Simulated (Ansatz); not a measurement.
Tetrafluoromethane (`FC(F)(F)F`). Charge 0, multiplicity 1.

Q: What are the harmonic wavenumbers in cm⁻¹ at PBE0-D4/def2-TZVP (Ansatz, finite differences of forces, unscaled)? (Best estimate.)

A: The calculation gave: 435, 435, 633, 633, 633, 925, 1294, 1294, 1294.

Q: Is this a minimum?

A: Yes, all 9 modes are real.

Q: Give the ideal-gas thermochemistry at 298.15 K and 1 bar (rigid rotor, harmonic oscillator; point group Td, symmetry number 12).

A: Zero-point energy 45.3 kJ/mol; H(298) − E = 58.0 kJ/mol; entropy 261.3 J/(mol·K), of which translation 164.7, rotation 83.7, vibration 12.9; G(298) − E = -19.9 kJ/mol.

Q: And at 400, 500, 600, 800 and 1000 K?

A: 
```tsv
T (K)	H − E (kJ/mol)	S (J/mol/K)	G − E (kJ/mol)
400	64.8	280.8	-47.5
500	72.5	297.9	-76.5
600	80.8	313.1	-107.0
800	99.0	339.2	-172.4
1000	118.3	360.8	-242.4
```
